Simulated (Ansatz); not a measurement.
## Relaxing ScPb2

All numbers below come from Ansatz, DFT PBE, scalar-relativistic, plane waves, PAW. Cutoff 420 eV, Γ-centred k mesh, Gaussian smearing, no spin polarisation in the final step.

The start puts ScPb2 on the MoSi2 (C11b) structure type (I4/mmm, No. 139), with Sc in place of Mo, Pb in place of Si, at a guessed volume.

```
Sc Pb
1.0
    -1.99686    1.99686    4.89855
     1.99686   -1.99686    4.89855
     1.99686    1.99686   -4.89855
Sc Pb
1 2
Cartesian
  0.0000 0.0000 0.0000
  0.0000 0.0000 6.5151
  0.0000 0.0000 3.2820
```

Cell and atoms relax at zero pressure; the relaxation can't lower the symmetry of the start.

Energies over the elements count from the elements' standard structures at the same level, with no empirical corrections.

**Question.** Describe the relaxed structure.

**Answer.** It keeps I4/mmm (No. 139). The result has the MoSi2 (C11b) structure. Conventional cell: a = 3.802 Å, c = 11.268 Å. Sc has 8 Pb at 3.21 Å, 4 Sc at 3.80 Å and 2 Pb at 3.89 Å; around Pb lie 4 Sc at 3.21 Å, 5 Pb at 3.44–3.49 Å, 4 Pb at 3.80 Å and 1 Sc at 3.89 Å.

Space group I4/mmm (No. 139). a = 3.802 Å, b = 3.802 Å, c = 11.268 Å, α = 90.00°, β = 90.00°, γ = 90.00°
```csv
atom,site,symmetry,x,y,z
Sc,2a,4/mmm,0.0000,0.0000,0.0000
Pb,4e,4mm,0.5000,0.5000,0.1550
```

**Question.** What are its volume, energy, density and gap?

**Answer.** The volume per atom is 27.14 Å³ and the density is 9.37 g/cm³. The energy over the elements is -0.12 eV/atom. The gap on the 16×16×16 mesh is 0 eV (a metal).

The final run used a 16×16×16 mesh on its 3-atom cell and 0.10 eV smearing. The k mesh leaves about 4 meV/atom of noise in metals. Spin–orbit coupling is left out. Symmetry constrained the relaxation, so the result can be a saddle point. The steps took of the order of 8 core-minutes in all.